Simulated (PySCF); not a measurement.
## Deuteron quadrupole couplings in `C=C/C=P\P`

Species: C3H6P2.
Geometry (GFN2-xTB, Å), atoms numbered from 1 in this order:
```xyz
11
C3H6P2 angstrom
C     -2.1510    0.4498   -0.0623
C     -0.8367    0.2174   -0.0491
C     -0.2445   -0.9809   -0.5530
P      1.3942   -1.3675   -0.6865
P      2.3564    0.4015    0.1303
H     -2.8443   -0.2639   -0.4768
H     -2.5716    1.3586    0.3317
H     -0.1585    0.9589    0.3628
H     -0.9342   -1.7354   -0.9150
H      3.6283   -0.1195   -0.0955
H      2.3673    1.0836   -1.0880
```

Level: PBE0/pcSseg-1 (PySCF, non-relativistic); Q(2H) = 0.00286 b; rigid geometry, the same for H and D, with no vibrational averaging.

Question: Rank these positions by the coupling χzz of a deuteron there, largest first.
A. H11 (P–H hydrogen)
B. H7 (vinylic hydrogen)
C. H8 (vinylic hydrogen)
D. H9 (hydrogen on carbon)

Answer: B (227 kHz), D (216 kHz), C (208 kHz), A (134 kHz).

Give the electric field gradient Vzz (the principal value of largest size), its asymmetry and the 2H coupling at each hydrogen.

```
atom  bonded to  bond length (Å)  Vzz (au)     η  χzz (kHz)
  H6         C1            1.078    0.3333  0.05        224
  H7         C1            1.076    0.3372  0.04        227
  H8         C2            1.086    0.3094  0.09        208
  H9         C3            1.084    0.3213  0.07        216
 H10         P5            1.393    0.2019  0.08        136
 H11         P5            1.396    0.1998  0.07        134
```

Average by the element that carries the hydrogen.

on C: 219 kHz over 4 positions, mean bond length 1.081 Å; on P: 135 kHz over 2 positions, mean bond length 1.395 Å.

The structure is a single GFN2-xTB conformer in the gas phase; no vibrational or solvent corrections. GFN2-xTB bond lengths can be off by several hundredths of an ångström, more for odd bonds, and the gradients follow them. The small basis limits the accuracy of the gradients.
